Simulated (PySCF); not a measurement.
Shapes and spin states of NO2

Method: PySCF, PBE0, basis N def2-TZVP, O def2-TZVP (no relativity, density fitting).

Relaxations began from a few typed shapes and spin states; open shells are unrestricted. The search is not exhaustive: other isomers or separated fragments can lie lower, and high-lying points may rest on an excited occupation.

**Question.** Order these stationary points by electronic energy, lowest first, in kJ/mol from the lowest minimum.
A. doublet D∞h: N–O 1.187 Å (×2); O–N–O 180.0°
B. quartet Cs: N–O 1.364 Å, O–O 1.337 Å; N–O–O 105.3°
C. doublet C2v: N–O 1.183 Å (×2); O–N–O 134.8°

**Answer.** C (0.0), A (157.3), B (454.0).

**Question.** Which of them are minima?

**Answer.** By energy in kJ/mol, 0.0: minimum; 157.3: saddle point, 1 imaginary mode; 454.0: minimum.

The electron or spin density has lower symmetry than the nuclear frame for the doublet D∞h at 157.3 kJ/mol.
